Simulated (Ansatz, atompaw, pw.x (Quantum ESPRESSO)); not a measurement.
# Ta (Z = 73): one change to the PAW (atompaw) potential, in the atom and in the bcc crystal

Ta, PAW, made with atompaw 4.2.0.5 (LDA (PW92), scalar-relativistic). Core [Kr] 4d10 4f14, reference 5s2 5p6 5d3 6s1.5 6p0.5. Waves: 5s (bound): rc 1.30 bohr; 6s (bound): rc 2.80 bohr; 5p (bound): rc 1.40 bohr; 6p (bound): rc 2.80 bohr; 5d (bound): rc 2.80 bohr; 5d channel at 0.25 Ry: rc 2.80 bohr; 5f channel at 0.3 Ry: rc 2.80 bohr. Local part: bessel scheme, radius 2.15 bohr. Core correction: smooth core density matched at 1.60 bohr. Augmentation charge: besselshape compensation charge, radius 2.10 bohr; PAW radius 2.80 bohr; waves and projectors: custom rrkj vanderbiltortho.

Change: all radii scaled by about 0.81 (s 1.06, p 1.14, d 2.28, f 2.28 bohr); local potential bessel scheme, radius 1.76 bohr; augmentation besselshape compensation charge, radius 1.72 bohr; PAW radius 2.28 bohr; waves and projectors: custom rrkj vanderbiltortho; core correction smooth core density matched at 1.30 bohr.

Cutoffs, loose and tight: the cutoffs (Ry, on a coarse ladder) from which the occupation-weighted sum of valence levels, in a spherical-Bessel basis at the reference potential, stays within 10 and 1 mRy of its value at 400 Ry. They see the waves, projectors and local potential, not the compensation charge or the core.

Crystal test: bcc Ta in pw.x 7.5, no spin, 14³ k-points, Fermi–Dirac smearing 0.01 Ry, cutoffs set for each file from its atomic test. The reference is all-electron LAPW (Ansatz 0.2.0) with the same functional, mesh and smearing; V0 and B0 come from Birch–Murnaghan fits to the pressures at five volumes. Errors are pseudo minus all-electron; Δ is the rms difference of the E(V) curves that follow from these fits, minima aligned, over ±6 % about the mean V0. Mesh and smearing are coarse, so the numbers serve the comparison and aren't converged zero-temperature values; the lattice is a test structure that the element need not adopt.

All-electron: a0 = 3.255 Å (V0 = 17.24 Å³/atom), B0 = 217.7 GPa.

Task: Does the change bring the crystal closer to the all-electron result?

Result: The mean pressure error goes from -1.58 to +0.61 GPa, so the change moves the solid closer to the all-electron pressures.

```json
{"quantity": "outcome (atom)", "base": "generated", "changed": "generated"}
{"quantity": "cutoff, loose (atom)", "base": "40 Ry", "changed": "70 Ry"}
{"quantity": "cutoff, tight (atom)", "base": "80 Ry", "changed": "140 Ry"}
{"quantity": "bound ghosts (atom)", "base": "none", "changed": "none"}
{"quantity": "cutoffs in pw.x (Ry)", "base": "100/900", "changed": "170/900"}
{"quantity": "a0 (Å)", "base": "3.247", "changed": "3.257"}
{"quantity": "a0 error (%)", "base": "-0.24", "changed": "+0.08"}
{"quantity": "B0 error (%)", "base": "+0.9", "changed": "+1.8"}
{"quantity": "Δ (meV/atom)", "base": "5.9", "changed": "2.1"}
{"quantity": "mean pressure error (GPa)", "base": "-1.58", "changed": "+0.61"}
```

Base: The largest radius (2.80 bohr) exceeds half the bond length (2.66 bohr), so the spheres overlap, which is one possible source of error among others. The atomic cutoffs weigh occupied waves only.
